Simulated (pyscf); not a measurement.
This saddle point was located with ωB97X-D3(BJ)/def2-SVP in PySCF.

```xyz
13

Si    -1.7265     1.2927     0.6257
N     -0.1348     0.8015    -0.2369
Si    -0.0726    -0.9022    -0.8466
H     -2.5453     1.4637    -0.6352
H     -2.3501     0.1373     1.3062
H     -1.7009     2.6464     1.2188
H      0.1498     1.4949    -0.9349
H      1.2174    -1.0691    -1.5628
H     -1.2211    -1.1088    -1.7648
H     -0.1676    -1.7578     0.3576
S      0.2676     0.8801     2.5769
H      0.4664     0.8606     0.7191
H      0.5612     2.1899     2.6989
```

Surface: singlet, charge 0. Lowest wavenumbers (cm⁻¹): 292i, 57, 99, 171, 285.

Question: Name the species on either side of this saddle.

Answer: H₃Si–NH–SiH₃ + H₂S <-> H₃Si–SH + silylamine (H₂N–SiH₃), a four-centre exchange read from left to right: N–Si, H–S broken and S–Si, H–N formed. At ωB97M-D3(BJ)/def2-TZVP it lies +97.2 kJ/mol from the left side and +96.6 kJ/mol from the right (each side as separated species at their lowest minima found). On the product side the descent ends in a complex, 20.4 kJ/mol under the separated species and 114.7 kJ/mol under the saddle at ωB97X-D3(BJ)/def2-TZVP. One saddle was located; it need not be the lowest between these sides.
